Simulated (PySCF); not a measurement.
Match the calculated data to a structure.

All candidates are C4H8OS.

* Rotational structure: rotational constants A, B, C: 4.361, 2.770, 1.946 GHz [GFN2-xTB]
* NMR, other nuclei: isotropic shieldings of nuclei other than C and H, by class: 207 (1 O), 128 (1 S) ppm [GIAO PBE0/pcSseg-1]
* 1H NMR: chemical shifts (computed TMS as zero) by class: 3.25 (1 H), 3.08 (1 H), 2.74 (1 H), 2.57 (1 H), 1.65 (1 H), 1.47 (3 H) ppm [GIAO PBE0/pcSseg-1]
* 13C NMR: chemical shifts (computed TMS as zero) by class: 70.1 (1 C), 53.2 (1 C), 22.3 (1 C), 20.8 (1 C) ppm [GIAO PBE0/pcSseg-1]
* Dipole: 3.93 D [PBE0/pcSseg-1]

Electronic properties: PySCF, gas phase, density fitting. Levels stand in brackets. Isolated species at its GFN2-xTB geometry (one conformer only). Each NMR value is the plain mean over a class of atoms that symmetry, rotation or inversion makes alike.

**Question.** Which candidate is it?
A. `C=C(OC)SC`
B. `O=S1CCCC1`
C. `C[C@@H]1CC[S@]1=O`

**Answer.** C. It is `C[C@@H]1CC[S@]1=O`. Numbering: `[CH3:1][C@@H:2]1[CH2:3][CH2:4][S@:5]1=[O:6]`. 4 carbons fall into 4 classes; from least to most shielded: ring sp3 carbon bound to sulfur [C2] (70.1 ppm), ring sp3 carbon bound to sulfur [C4] (53.2 ppm), four-membered-ring carbon [C3] (22.3 ppm), methyl carbon [C1] (20.8 ppm). Hydrogen classes from least to most shielded: 1 H on an sp3 carbon bound to sulfur, C4 (3.25 ppm), 1 H on an sp3 carbon bound to sulfur, C2 (3.08 ppm), 1 H on an sp3 carbon bound to sulfur, C4 (2.74 ppm), 1 H on a four-membered-ring carbon, C3 (2.57 ppm), 1 H on a four-membered-ring carbon, C3 (1.65 ppm), 3 H on a methyl carbon, C1 (1.47 ppm, a mean of values up to 0.7 ppm apart in this geometry). The other shieldings belong to: 207 ppm, sulfinyl oxygen [O6]; 128 ppm, sulfinyl sulfur [S5]. The optimised geometry has point group C1 and is an asymmetric top.

The others, at the same levels:
- `C=C(OC)SC` fails: its computed 13C shifts are 168.3 (1 C), 77.6 (1 C), 56.9 (1 C), 17.6 (1 C) ppm, 1H shifts are 4.07 (1 H), 3.96 (1 H), 3.74 (3 H), 2.19 (3 H) ppm and rotational constant A is 4.720 GHz (against 4.361 GHz).
- `O=S1CCCC1` fails: it has 2 carbon classes against 4; its computed 13C shifts are 63.5 (2 C), 31.2 (2 C) ppm, 1H shifts are 2.79 (2 H), 2.46 (2 H), 2.44 (2 H), 1.72 (2 H) ppm and rotational constant A is 5.061 GHz (against 4.361 GHz).

Each candidate is one conformer, not necessarily the lowest. The conformers computed, where there is a choice (atom-mapped SMILES and torsion angles):
- `[CH2:1]=[C:2]([O:3][CH3:4])[S:5][CH3:6]`: C1–C2–O3–C4 0°, C1–C2–S5–C6 180°

The conformers of `O=S1CCCC1` aren't listed.
